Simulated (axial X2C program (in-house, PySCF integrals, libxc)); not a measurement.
# Linear OSiO²⁺ at several levels

One table from this session's results is given with a row withheld; the runs are named, their logs left out.

Method: all-electron X2C, two-component (2c) or spin-free, O dyall-av3z, Si dyall-v3z; program: an in-house X2C program for linear molecules on PySCF integrals.

All values are calculated.

2 further runs of the same task are left out: 2 set aside as unsound or not needed.

The first run:

The input, task.json:

```json
{"zs": [8, 14, 8], "q": 2, "bas": ["dyall-av3z", "dyall-v3z", "dyall-av3z"], "r0": [1.64, 1.64], "symm": 1, "scan": ["PBE0", "HF", "B3LYP"], "levels": ["PBE0", "HF", "BHandHLYP"], "nst": 2}
```

Keys: zs atomic numbers; q charge; bas basis sets; r0 starting distance in Å; symm equal bonds; scan levels of the two-bond scan; levels methods; nst determinants followed.

Started as:

```
> python solin.py task.json out
```

Masses O 15.995, Si 27.977, O 15.995 u.

Steps of the session up to this table: Scan at PBE0, 2c; Scan at HF, 2c; Scan at B3LYP, 2c.

One of the session's tables, all rows but one given; the rest of the session is left out.

| level | r(O–Si) (Å) | r(Si–O) (Å) | lower stretch (cm⁻¹) | upper stretch (cm⁻¹) |
| --- | --- | --- | --- | --- |
| PBE0, 2c | 1.632 | 1.632 | 747.3 | 1102.6 |
| HF, 2c | 1.595 | 1.595 | 820.7 | 1174.7 |
| B3LYP, 2c | 1.640 | 1.640 | 727.2 | 1074.2 |
| PBE0, spin-free | 1.632 | 1.632 | 747.3 | 1102.7 |
| HF, spin-free | ? | ? | ? | ? |
| B3LYP, spin-free | 1.640 | 1.640 | 727.2 | 1074.3 |

Q: Estimate the row for HF, spin-free from the others.

As computed: r(O–Si) (Å): 1.595; r(Si–O) (Å): 1.595; lower stretch (cm⁻¹): 820.8; upper stretch (cm⁻¹): 1174.9.

Scans not shown above were run alike.

Caveats from the session: A multiply charged ion may be only metastable. The molecule was held linear; bending was not examined, so a bent shape may lie lower. Note: functional without a current term on a determinant with orbital currents, of the molecule or an atom.
